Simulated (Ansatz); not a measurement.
A nudged elastic band was laid between two geometries of BH3O + H2S (8 atoms, charge 0, multiplicity 1).

The calculation used RHF/def2-SVP in Ansatz 0.2.0.

```
movable images  : 7
climbing image  : yes
spring          : 5.0 eV/Å²
optimiser       : quadratic models (default)
start path      : through a guess of the saddle point
force threshold : 0.05 eV/Å
iteration limit : 60
end points      : relaxed
```

Image 0:

```xyz
8
Properties=species:S:1:pos:R:3
B -0.631 -0.145 -1.170
O 0.403 0.680 -1.403
H -0.393 -1.315 -1.057
H -1.755 0.279 -1.104
H 1.372 0.220 1.526
S 0.390 0.010 2.404
H 0.167 1.590 -1.489
H 0.447 -1.319 2.293
```

Image 8:

```xyz
8
Properties=species:S:1:pos:R:3
B -0.878 -0.610 -0.047
O 1.127 0.965 -0.931
H -0.454 -1.521 -0.687
H -1.646 0.189 -0.493
H 1.384 1.275 -0.075
S -0.558 -0.486 1.726
H 0.765 1.718 -1.376
H 0.260 -1.529 1.882
```

**Question.** What changes between the two ends?

**Answer.** Bonds broken: B1–O2, H5–S6. Bonds formed: B1–S6, O2–H5. BH3O + H2S becomes BH3S + H2O.

**Question.** What energy profile does the band end with?

**Answer.** The run converged. The highest image is number 4 of 0 to 8, 171.0 kJ/mol above the first end and 111.5 kJ/mol above the last; the last end lies 59.5 kJ/mol above the first. Neighbouring images differ by up to 1.2 eV, so the band resolves the path poorly. A vibrational analysis at the climbing image gives one clearly imaginary mode, 1768i cm⁻¹: a first-order saddle point. The orbitals stay closed-shell, which can raise the energy where a bond breaks towards radicals; this wasn't checked here.

| image | path coordinate (Å) | energy (kJ/mol) | B1–O2 (Å) | H5–S6 (Å) | B1–S6 (Å) |
| --- | --- | --- | --- | --- | --- |
| 0 | 0.00 | 0.0 | 1.34 | 1.33 | 3.72 |
| 1 | 0.59 | 1.0 | 1.34 | 1.33 | 3.53 |
| 2 | 1.18 | 9.5 | 1.35 | 1.33 | 3.14 |
| 3 | 1.78 | 54.7 | 1.38 | 1.35 | 2.62 |
| 4 | 2.37 | 171.0 | 1.51 | 1.58 | 2.15 |
| 5 | 2.84 | 86.8 | 1.67 | 2.11 | 1.96 |
| 6 | 3.32 | 63.8 | 1.81 | 2.60 | 1.88 |
| 7 | 3.80 | 61.5 | 2.26 | 2.91 | 1.83 |
| 8 | 4.28 | 59.5 | 2.70 | 3.18 | 1.81 |

**Question.** What is the geometry of the highest image?

**Answer.** 
```xyz
8
Properties=species:S:1:pos:R:3
B -0.526 -0.242 -0.488
O 0.711 0.588 -0.768
H -0.421 -1.392 -0.799
H -1.557 0.345 -0.676
H 0.768 0.573 0.496
S -0.121 -0.102 1.619
H 0.526 1.434 -1.152
H 0.620 -1.204 1.768
```

Run time: 4.6 min on 1 CPU thread of a shared host.
